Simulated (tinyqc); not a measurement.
Inside a calculation. Method: CCD on RHF in the sto-6g basis, frozen core, for H2O, spin multiplicity 1. Computed by tinyqc, a small Python program that keeps every step (integrals from PySCF). Settings: charge = 0, multiplicity = 1, basis = sto-6g, method = RHF, frozen orbitals = 1, energy threshold = 1e-10, iteration cap = 58, orthogonalisation = symmetric, start = Wolfsberg-Helmholz matrix, DIIS depth = 6, amplitude equations = CCD, DIIS depth for amplitudes = 0, cap on updates = 57. Command: `OMP_NUM_THREADS=1 python tinyqc.py 22548 22549 out.jsonl` (the two numbers bound the seeds that draw the settings). One thread of a shared host (Intel(R) Xeon(R) Processor @ 2.60GHz), about 0.2 s of CPU time with the checks. The early iterations of the SCF are left out here.

## One-electron integrals

Geometry (angstrom):

| atom | x | y | z |
|---|---|---|---|
| O | 0.00000 | 0.00000 | 0.00000 |
| H | 0.00000 | 0.84800 | 0.63600 |
| H | 0.00000 | -0.84800 | 0.63600 |

Basis sto-6g: exponents (1/bohr^2) and contraction coefficients of normalised primitives:

| element | l (shell) | exponent | coefficient |
|---|---|---|---|
| O | s (1) | 1355.58423 | 0.00916 |
| O | s (1) | 248.54489 | 0.04936 |
| O | s (1) | 69.53390 | 0.16854 |
| O | s (1) | 23.88677 | 0.37056 |
| O | s (1) | 9.27593 | 0.41649 |
| O | s (1) | 3.82034 | 0.13033 |
| O | s (2) | 52.18776 | -0.01325 |
| O | s (2) | 10.32932 | -0.04699 |
| O | s (2) | 3.21034 | -0.03379 |
| O | s (2) | 1.23514 | 0.25024 |
| O | s (2) | 0.53642 | 0.59512 |
| O | s (2) | 0.24588 | 0.24071 |
| O | p (3) | 52.18776 | 0.00376 |
| O | p (3) | 10.32932 | 0.03768 |
| O | p (3) | 3.21034 | 0.17390 |
| O | p (3) | 1.23514 | 0.41804 |
| O | p (3) | 0.53642 | 0.42586 |
| O | p (3) | 0.24588 | 0.10171 |
| H | s (1) | 35.52322 | 0.00916 |
| H | s (1) | 6.51314 | 0.04936 |
| H | s (1) | 1.82214 | 0.16854 |
| H | s (1) | 0.62596 | 0.37056 |
| H | s (1) | 0.24308 | 0.41649 |
| H | s (1) | 0.10011 | 0.13033 |

Overlap, kinetic and nuclear-attraction integrals over the contracted functions; the nuclear repulsion is the sum of Za Zb / Rab.

nuclear repulsion = 8.2995954 hartree

overlap S:
```
          1O 1s    1O 2s   1O 2px    1O 2py   1O 2pz    2H 1s     3H 1s
1O 1s   1.00000  0.23114  0.00000   0.00000  0.00000  0.04376   0.04376
1O 2s   0.23114  1.00000  0.00000   0.00000  0.00000  0.41206   0.41206
1O 2px  0.00000  0.00000  1.00000   0.00000  0.00000  0.00000   0.00000
1O 2py  0.00000  0.00000  0.00000   1.00000  0.00000  0.28421  -0.28421
1O 2pz  0.00000  0.00000  0.00000   0.00000  1.00000  0.21316   0.21316
2H 1s   0.04376  0.41206  0.00000   0.28421  0.21316  1.00000   0.19244
3H 1s   0.04376  0.41206  0.00000  -0.28421  0.21316  0.19244   1.00000
```

kinetic energy T (hartree):
```
           1O 1s     1O 2s   1O 2px    1O 2py   1O 2pz     2H 1s     3H 1s
1O 1s   29.32720  -0.89602  0.00000   0.00000  0.00000  -0.00522  -0.00522
1O 2s   -0.89602   0.84262  0.00000   0.00000  0.00000   0.08380   0.08380
1O 2px   0.00000   0.00000  2.53131   0.00000  0.00000   0.00000   0.00000
1O 2py   0.00000   0.00000  0.00000   2.53131  0.00000   0.16795  -0.16795
1O 2pz   0.00000   0.00000  0.00000   0.00000  2.53131   0.12596   0.12596
2H 1s   -0.00522   0.08380  0.00000   0.16795  0.12596   0.76852  -0.00415
3H 1s   -0.00522   0.08380  0.00000  -0.16795  0.12596  -0.00415   0.76852
```

nuclear attraction V (hartree):
```
            1O 1s     1O 2s    1O 2px     1O 2py    1O 2pz     2H 1s     3H 1s
1O 1s   -62.25676  -6.38207   0.00000    0.00000  -0.01607  -1.38223  -1.38223
1O 2s    -6.38207  -9.99167   0.00000    0.00000  -0.18425  -3.20642  -3.20642
1O 2px    0.00000   0.00000  -9.92527    0.00000   0.00000   0.00000   0.00000
1O 2py    0.00000   0.00000   0.00000  -10.05198   0.00000  -1.96318   1.96318
1O 2pz   -0.01607  -0.18425   0.00000    0.00000  -9.99654  -1.52413  -1.52413
2H 1s    -1.38223  -3.20642   0.00000   -1.96318  -1.52413  -5.44801  -1.16075
3H 1s    -1.38223  -3.20642   0.00000    1.96318  -1.52413  -1.16075  -5.44801
```

core Hamiltonian H = T + V (hartree):
```
            1O 1s     1O 2s    1O 2px    1O 2py    1O 2pz     2H 1s     3H 1s
1O 1s   -32.92957  -7.27809   0.00000   0.00000  -0.01607  -1.38745  -1.38745
1O 2s    -7.27809  -9.14905   0.00000   0.00000  -0.18425  -3.12261  -3.12261
1O 2px    0.00000   0.00000  -7.39396   0.00000   0.00000   0.00000   0.00000
1O 2py    0.00000   0.00000   0.00000  -7.52067   0.00000  -1.79524   1.79524
1O 2pz   -0.01607  -0.18425   0.00000   0.00000  -7.46524  -1.39817  -1.39817
2H 1s    -1.38745  -3.12261   0.00000  -1.79524  -1.39817  -4.67949  -1.16490
3H 1s    -1.38745  -3.12261   0.00000   1.79524  -1.39817  -1.16490  -4.67949
```

## Two-electron integrals

Functions are numbered as in S; the eight-fold symmetry (ij|kl) = (ji|kl) = (kl|ij) leaves the list below.

Two-electron integrals (ij|kl) in chemists' order, unique and non-zero (hartree):
```
(11|11) 4.78749    (21|11) 0.67588    (21|21) 0.12150    (22|11) 1.11738
(22|21) 0.24921    (22|22) 0.81738    (31|31) 0.02576    (32|31) 0.03914
(32|32) 0.18066    (33|11) 1.11738    (33|21) 0.24921    (33|22) 0.81738
(33|33) 0.88066    (41|41) 0.02576    (42|41) 0.03914    (42|42) 0.18066
(43|43) 0.04746    (44|11) 1.11738    (44|21) 0.24921    (44|22) 0.81738
(44|33) 0.78574    (44|44) 0.88066    (51|51) 0.02576    (52|51) 0.03914
(52|52) 0.18066    (53|53) 0.04746    (54|54) 0.04746    (55|11) 1.11738
(55|21) 0.24921    (55|22) 0.81738    (55|33) 0.78574    (55|44) 0.78574
(55|55) 0.88066    (61|11) 0.13637    (61|21) 0.02350    (61|22) 0.04716
(61|33) 0.04706    (61|41) 0.00092    (61|42) 0.00180    (61|44) 0.04726
(61|51) 0.00069    (61|52) 0.00135    (61|54) 0.00015    (61|55) 0.04717
(61|61) 0.00463    (62|11) 0.33723    (62|21) 0.07629    (62|22) 0.27778
(62|33) 0.27313    (62|41) 0.00489    (62|42) 0.03640    (62|44) 0.28206
(62|51) 0.00367    (62|52) 0.02730    (62|54) 0.00670    (62|55) 0.27815
(62|61) 0.01484    (62|62) 0.11836    (63|31) 0.00840    (63|32) 0.04754
(63|43) 0.00748    (63|53) 0.00561    (63|63) 0.01657    (64|11) 0.19699
(64|21) 0.04519    (64|22) 0.17549    (64|33) 0.16763    (64|41) 0.01093
(64|42) 0.06915    (64|44) 0.18810    (64|51) 0.00189    (64|52) 0.01621
(64|54) 0.00975    (64|55) 0.17073    (64|61) 0.00919    (64|62) 0.09091
(64|64) 0.08560    (65|11) 0.14774    (65|21) 0.03389    (65|22) 0.13161
(65|33) 0.12572    (65|41) 0.00189    (65|42) 0.01621    (65|44) 0.12986
(65|51) 0.00982    (65|52) 0.05970    (65|54) 0.01058    (65|55) 0.13926
(65|61) 0.00689    (65|62) 0.06818    (65|64) 0.05178    (65|65) 0.05540
(66|11) 0.48666    (66|21) 0.11215    (66|22) 0.46760    (66|33) 0.44911
(66|41) 0.00917    (66|42) 0.09374    (66|44) 0.48461    (66|51) 0.00688
(66|52) 0.07030    (66|54) 0.02663    (66|55) 0.46908    (66|61) 0.02203
(66|62) 0.25472    (66|64) 0.22322    (66|65) 0.16742    (66|66) 0.77500
(71|11) 0.13637    (71|21) 0.02350    (71|22) 0.04716    (71|33) 0.04706
(71|41) -0.00092   (71|42) -0.00180   (71|44) 0.04726    (71|51) 0.00069
(71|52) 0.00135    (71|54) -0.00015   (71|55) 0.04717    (71|61) 0.00456
(71|62) 0.01433    (71|64) 0.00809    (71|65) 0.00665    (71|66) 0.02101
(71|71) 0.00463    (72|11) 0.33723    (72|21) 0.07629    (72|22) 0.27778
(72|33) 0.27313    (72|41) -0.00489   (72|42) -0.03640   (72|44) 0.28206
(72|51) 0.00367    (72|52) 0.02730    (72|54) -0.00670   (72|55) 0.27815
(72|61) 0.01433    (72|62) 0.09465    (72|64) 0.05037    (72|65) 0.05297
(72|66) 0.16510    (72|71) 0.01484    (72|72) 0.11836    (73|31) 0.00840
(73|32) 0.04754    (73|43) -0.00748   (73|53) 0.00561    (73|63) 0.01279
(73|73) 0.01657    (74|11) -0.19699   (74|21) -0.04519   (74|22) -0.17549
(74|33) -0.16763   (74|41) 0.01093    (74|42) 0.06915    (74|44) -0.18810
(74|51) -0.00189   (74|52) -0.01621   (74|54) 0.00975    (74|55) -0.17073
(74|61) -0.00809   (74|62) -0.05037   (74|64) -0.01460   (74|65) -0.02760
(74|66) -0.07910   (74|71) -0.00919   (74|72) -0.09091   (74|74) 0.08560
(75|11) 0.14774    (75|21) 0.03389    (75|22) 0.13161    (75|33) 0.12572
(75|41) -0.00189   (75|42) -0.01621   (75|44) 0.12986    (75|51) 0.00982
(75|52) 0.05970    (75|54) -0.01058   (75|55) 0.13926    (75|61) 0.00665
(75|62) 0.05297    (75|64) 0.02760    (75|65) 0.04194    (75|66) 0.10084
(75|71) 0.00689    (75|72) 0.06818    (75|74) -0.05178   (75|75) 0.05540
(76|11) 0.11566    (76|21) 0.02643    (76|22) 0.10411    (76|33) 0.10177
(76|44) 0.10383    (76|51) 0.00201    (76|52) 0.01768    (76|55) 0.10674
(76|61) 0.00508    (76|62) 0.04382    (76|64) 0.02915    (76|65) 0.02839
(76|66) 0.09737    (76|71) 0.00508    (76|72) 0.04382    (76|74) -0.02915
(76|75) 0.02839    (76|76) 0.02008    (77|11) 0.48666    (77|21) 0.11215
(77|22) 0.46760    (77|33) 0.44911    (77|41) -0.00917   (77|42) -0.09374
(77|44) 0.48461    (77|51) 0.00688    (77|52) 0.07030    (77|54) -0.02663
(77|55) 0.46908    (77|61) 0.02101    (77|62) 0.16510    (77|64) 0.07910
(77|65) 0.10084    (77|66) 0.30884    (77|71) 0.02203    (77|72) 0.25472
(77|74) -0.22322   (77|75) 0.16742    (77|76) 0.09737    (77|77) 0.77500
```

## Orthogonalisation

S = U s U^T; symmetric (Loewdin) form X = U s^(-1/2) U^T, so that X^T S X = 1.

eigenvalues of S: 0.40901  0.49049  0.88933  1.00000  1.09262  1.31707  1.80149

X:
```
           1O 1s     1O 2s   1O 2px    1O 2py    1O 2pz     2H 1s     3H 1s
1O 1s    1.02250  -0.13435  0.00000   0.00000  -0.00744   0.01823   0.01823
1O 2s   -0.13435   1.17938  0.00000   0.00000   0.08037  -0.24267  -0.24267
1O 2px   0.00000   0.00000  1.00000   0.00000   0.00000   0.00000   0.00000
1O 2py   0.00000   0.00000  0.00000   1.08482   0.00000  -0.19134   0.19134
1O 2pz  -0.00744   0.08037  0.00000   0.00000   1.04074  -0.12344  -0.12344
2H 1s    0.01823  -0.24267  0.00000  -0.19134  -0.12344   1.14876  -0.06563
3H 1s    0.01823  -0.24267  0.00000   0.19134  -0.12344  -0.06563   1.14876
```

## Iteration 8 (converged): orbitals

converged F (hartree):
```
            1O 1s     1O 2s    1O 2px    1O 2py    1O 2pz     2H 1s     3H 1s
1O 1s   -20.51225  -4.96345   0.00000   0.00000  -0.02599  -0.94748  -0.94748
1O 2s    -4.96345  -2.31368   0.00000   0.00000  -0.08590  -0.85067  -0.85067
1O 2px    0.00000   0.00000  -0.39176   0.00000   0.00000   0.00000   0.00000
1O 2py    0.00000   0.00000   0.00000  -0.26214   0.00000  -0.37239   0.37239
1O 2pz   -0.02599  -0.08590   0.00000   0.00000  -0.30006  -0.32935  -0.32935
2H 1s    -0.94748  -0.85067   0.00000  -0.37239  -0.32935  -0.45756  -0.27900
3H 1s    -0.94748  -0.85067   0.00000   0.37239  -0.32935  -0.27900  -0.45756
```

Diagonalise F' = X^T F X, C = X C', fill 5 alpha and 5 beta electrons from the bottom; D = 2 C_occ C_occ^T. Each column has its largest component positive (the first on a tie).

F' = X^T F X (hartree):
```
           1         2         3         4         5         6         7
1  -20.18602  -2.50393   0.00000   0.00000  -0.04608  -0.14169  -0.14169
2   -2.50393  -1.24401   0.00000   0.00000   0.10469  -0.43484  -0.43484
3    0.00000   0.00000  -0.39176   0.00000   0.00000   0.00000   0.00000
4    0.00000   0.00000   0.00000  -0.01237   0.00000  -0.42196   0.42196
5   -0.04608   0.10469   0.00000   0.00000  -0.17204  -0.30369  -0.30369
6   -0.14169  -0.43484   0.00000  -0.42196  -0.30369  -0.01117  -0.07478
7   -0.14169  -0.43484   0.00000   0.42196  -0.30369  -0.07478  -0.01117
```

orbital energies (hartree): MO1 -20.51527, MO2 -1.22908, MO3 -0.57233, MO4 -0.44199, MO5 -0.39176, MO6 0.49833, MO7 0.62356

coefficients C:
```
             MO1       MO2       MO3       MO4      MO5       MO6       MO7
1O 1s    0.99679  -0.22592   0.00000   0.08849  0.00000   0.10861   0.00000
1O 2s    0.01470   0.87507   0.00000  -0.48955  0.00000  -0.72637   0.00000
1O 2px   0.00000   0.00000   0.00000   0.00000  1.00000   0.00000   0.00000
1O 2py   0.00000   0.00000   0.60591   0.00000  0.00000   0.00000   0.93965
1O 2pz   0.00257   0.09563   0.00000   0.76226  0.00000  -0.72797   0.00000
2H 1s   -0.00306   0.14504   0.44806   0.31458  0.00000   0.73555  -0.75712
3H 1s   -0.00306   0.14504  -0.44806   0.31458  0.00000   0.73555   0.75712
```

D after iteration 8:
```
           1O 1s     1O 2s   1O 2px    1O 2py    1O 2pz     2H 1s     3H 1s
1O 1s    2.10494  -0.45273  0.00000   0.00000   0.09682  -0.01597  -0.01597
1O 2s   -0.45273   2.01123  0.00000   0.00000  -0.57889  -0.05424  -0.05424
1O 2px   0.00000   0.00000  2.00000   0.00000   0.00000   0.00000   0.00000
1O 2py   0.00000   0.00000  0.00000   0.73426   0.00000   0.54297  -0.54297
1O 2pz   0.09682  -0.57889  0.00000   0.00000   1.18039   0.50731   0.50731
2H 1s   -0.01597  -0.05424  0.00000   0.54297   0.50731   0.64152  -0.16150
3H 1s   -0.01597  -0.05424  0.00000  -0.54297   0.50731  -0.16150   0.64152
```

## Convergence

Stop when the energy changes by less than 1e-10 hartree and every element of the error matrix X^T (F D S - S D F) X is below 3e-06.

Course of the cycle:

| iteration | E (hartree) | change | largest element of the error matrix |
|---|---|---|---|
| 1 | -75.2816414 | - | 4.52e-01 |
| 2 | -75.6476085 | -3.66e-01 | 1.18e-01 |
| 3 | -75.6663511 | -1.87e-02 | 3.43e-02 |
| 4 | -75.6681977 | -1.85e-03 | 6.18e-03 |
| 5 | -75.6682994 | -1.02e-04 | 2.00e-03 |
| 6 | -75.6683113 | -1.19e-05 | 2.95e-05 |
| 7 | -75.6683113 | -9.47e-10 | 2.59e-07 |
| 8 | -75.6683113 | -1.56e-13 | 5.04e-10 |

PySCF RHF in the same basis = -75.6683113 hartree

Converged in 8 iterations.

## Integrals over molecular orbitals

(pq|rs) = sum C_ip C_jq C_kr C_ls (ij|kl), one index at a time.

one-electron integrals over orbitals h = C^T H C (hartree):
```
           1         2         3         4         5         6         7
1  -32.91667   0.57499   0.00000  -0.21753   0.00000  -0.28161   0.00000
2    0.57499  -7.63422   0.00000   0.51258   0.00000   1.29143   0.00000
3    0.00000   0.00000  -6.12171   0.00000   0.00000   0.00000  -1.76186
4   -0.21753   0.51258   0.00000  -6.75092   0.00000   1.23183   0.00000
5    0.00000   0.00000   0.00000   0.00000  -7.39396   0.00000   0.00000
6   -0.28161   1.29143   0.00000   1.23183   0.00000  -5.31505   0.00000
7    0.00000   0.00000  -1.76186   0.00000   0.00000   0.00000  -5.56091
```

Two-electron integrals over orbitals (pq|rs), unique and non-zero (hartree); the lowest 1 orbital is frozen and left out:
```
(22|22) 0.72598    (32|32) 0.13469    (33|22) 0.62425    (33|33) 0.60562
(42|22) -0.01679   (42|33) 0.00443    (42|42) 0.12963    (43|32) 0.02610
(43|43) 0.05267    (44|22) 0.67058    (44|33) 0.57732    (44|42) -0.09912
(44|44) 0.73222    (52|52) 0.14919    (53|53) 0.02706    (54|52) -0.04439
(54|54) 0.05052    (55|22) 0.75424    (55|33) 0.60996    (55|42) -0.07662
(55|44) 0.70621    (55|55) 0.88066    (62|22) -0.13693   (62|33) -0.06900
(62|42) -0.02836   (62|44) -0.07363   (62|55) -0.14851   (62|62) 0.09733
(63|32) 0.03975    (63|43) 0.03570    (63|63) 0.07567    (64|22) -0.11674
(64|33) -0.04616   (64|42) 0.04148    (64|44) -0.12920   (64|55) -0.13773
(64|62) 0.06191    (64|64) 0.08653    (65|52) -0.05410   (65|54) -0.00344
(65|65) 0.03543    (66|22) 0.59842    (66|33) 0.55583    (66|42) 0.05203
(66|44) 0.54555    (66|55) 0.57967    (66|62) -0.09358   (66|64) -0.04895
(66|66) 0.58672    (72|32) 0.05115    (72|43) -0.03097   (72|63) -0.03144
(72|72) 0.06641    (73|22) 0.15839    (73|33) 0.08962    (73|42) -0.07648
(73|44) 0.15012    (73|55) 0.19905    (73|62) -0.07215   (73|64) -0.09301
(73|66) 0.04182    (73|73) 0.15696    (74|32) -0.07341   (74|43) -0.00835
(74|63) -0.05207   (74|72) -0.01724   (74|74) 0.06945    (75|53) 0.02389
(75|75) 0.02496    (76|32) -0.09109   (76|43) -0.05831   (76|63) -0.06830
(76|72) 0.00488    (76|74) 0.06008    (76|76) 0.11600    (77|22) 0.61445
(77|33) 0.59130    (77|42) -0.01790   (77|44) 0.58971    (77|55) 0.61495
(77|62) -0.06507   (77|64) -0.04768   (77|66) 0.55553    (77|73) 0.09596
(77|77) 0.60456
```

## CCD: starting amplitudes

t_ij^ab = <ij||ab> / (e_i + e_j - e_a - e_b), whose energy is MP2.

Starting amplitudes (spin orbitals 1a, 1b, ...; amplitudes related by a flip of all spins are not repeated):

| from | to | t |
|---|---|---|
| 3a 3b | 7a 7b | -0.06563 |
| 4a 4b | 6a 6b | -0.04601 |
| 3a 4b | 6b 7a | -0.04354 |
| 3a 3b | 6a 6b | -0.03534 |
| 4a 4b | 7a 7b | -0.03259 |
| 2a 2b | 6a 6b | -0.02817 |
| 2a 3b | 6a 7b | 0.02468 |
| 3a 4b | 6a 7b | 0.02438 |
| 2a 4b | 6a 6b | -0.02321 |
| 5a 5b | 6a 6b | -0.01991 |
| 3a 4a | 6a 7a | -0.01916 |
| 2a 2b | 7a 7b | -0.01792 |
| 2a 3a | 6a 7a | 0.01392 |
| 5a 5b | 7a 7b | -0.01229 |
| 2a 3b | 6b 7a | -0.01076 |
| 2a 4b | 7a 7b | 0.00591 |

correlation energy = -0.0448178 hartree

## CCD: amplitude update 1

t_ij^ab D_ij^ab are set to the remaining terms of the spin-orbital equations, evaluated with the old amplitudes; for the doubles these are <ij||ab> + 1/2 <ab||ef> t_ij^ef + 1/2 <mn||ij> t_mn^ab + P(ij)P(ab) <mb||ej> t_im^ae + terms in t^2, D the orbital-energy denominators.

Amplitudes after update 1 (spin orbitals 1a, 1b, ...; amplitudes related by a flip of all spins are not repeated):

| from | to | t |
|---|---|---|
| 3a 3b | 7a 7b | -0.08340 |
| 4a 4b | 6a 6b | -0.05849 |
| 3a 4b | 6b 7a | -0.05647 |
| 3a 3b | 6a 6b | -0.04870 |
| 4a 4b | 7a 7b | -0.04327 |
| 3a 4b | 6a 7b | 0.03730 |
| 2a 4b | 6a 6b | -0.03259 |
| 2a 2b | 6a 6b | -0.03172 |
| 2a 3b | 6a 7b | 0.03093 |
| 5a 5b | 6a 6b | -0.02451 |
| 2a 2b | 7a 7b | -0.01954 |
| 3a 4a | 6a 7a | -0.01918 |
| 2a 3b | 6b 7a | -0.01741 |
| 2a 3a | 6a 7a | 0.01352 |
| 5a 5b | 7a 7b | -0.01338 |
| 2a 4b | 7a 7b | 0.00514 |

correlation energy = -0.0572605 hartree

## CCD: amplitude update 2

As before.

Amplitudes after update 2 (spin orbitals 1a, 1b, ...; amplitudes related by a flip of all spins are not repeated):

| from | to | t |
|---|---|---|
| 3a 3b | 7a 7b | -0.08913 |
| 4a 4b | 6a 6b | -0.06317 |
| 3a 4b | 6b 7a | -0.06074 |
| 3a 3b | 6a 6b | -0.05370 |
| 4a 4b | 7a 7b | -0.04705 |
| 3a 4b | 6a 7b | 0.04341 |
| 2a 4b | 6a 6b | -0.03621 |
| 2a 3b | 6a 7b | 0.03251 |
| 2a 2b | 6a 6b | -0.03207 |
| 5a 5b | 6a 6b | -0.02589 |
| 2a 3b | 6b 7a | -0.02035 |
| 2a 2b | 7a 7b | -0.01928 |
| 3a 4a | 6a 7a | -0.01734 |
| 5a 5b | 7a 7b | -0.01300 |
| 2a 3a | 6a 7a | 0.01216 |
| 2a 4b | 7a 7b | 0.00429 |

correlation energy = -0.0612625 hartree

## CCD: convergence

E_corr = 1/4 sum <ij||ab> t_ij^ab; stop when the norm of the change is below 1e-8.

Course of the amplitude iterations:

| update | correlation energy (hartree) | norm of the change |
|---|---|---|
| 0 | -0.0448178 | - |
| 1 | -0.0572605 | 8.52e-02 |
| 2 | -0.0612625 | 3.27e-02 |
| 3 | -0.0627316 | 1.37e-02 |
| 4 | -0.0633153 | 5.98e-03 |
| 5 | -0.0635573 | 2.68e-03 |
| 6 | -0.0636600 | 1.24e-03 |
| 7 | -0.0637044 | 5.92e-04 |
| 8 | -0.0637238 | 2.92e-04 |
| 9 | -0.0637325 | 1.48e-04 |
| 10 | -0.0637364 | 7.62e-05 |
| 11 | -0.0637382 | 3.99e-05 |
| 12 | -0.0637390 | 2.11e-05 |
| 13 | -0.0637394 | 1.12e-05 |
| 14 | -0.0637396 | 6.01e-06 |
| 15 | -0.0637397 | 3.22e-06 |
| 16 | -0.0637397 | 1.73e-06 |
| 17 | -0.0637397 | 9.29e-07 |
| 18 | -0.0637398 | 5.00e-07 |
| 19 | -0.0637398 | 2.69e-07 |
| 20 | -0.0637398 | 1.45e-07 |
| 21 | -0.0637398 | 7.79e-08 |
| 22 | -0.0637398 | 4.19e-08 |
| 23 | -0.0637398 | 2.26e-08 |
| 24 | -0.0637398 | 1.22e-08 |
| 25 | -0.0637398 | 6.54e-09 |

Converged amplitudes (spin orbitals 1a, 1b, ...; amplitudes related by a flip of all spins are not repeated):

| from | to | t |
|---|---|---|
| 3a 3b | 7a 7b | -0.09313 |
| 4a 4b | 6a 6b | -0.06745 |
| 3a 4b | 6b 7a | -0.06323 |
| 3a 3b | 6a 6b | -0.05617 |
| 4a 4b | 7a 7b | -0.04891 |
| 3a 4b | 6a 7b | 0.04845 |
| 2a 4b | 6a 6b | -0.03887 |
| 2a 3b | 6a 7b | 0.03312 |
| 2a 2b | 6a 6b | -0.03205 |
| 5a 5b | 6a 6b | -0.02675 |
| 2a 3b | 6b 7a | -0.02241 |
| 2a 2b | 7a 7b | -0.01878 |
| 3a 4a | 6a 7a | -0.01478 |
| 5a 5b | 7a 7b | -0.01223 |
| 2a 3a | 6a 7a | 0.01071 |
| 2a 4b | 7a 7b | 0.00362 |

CCD total energy = -75.7320511 hartree

Converged in 25 updates.
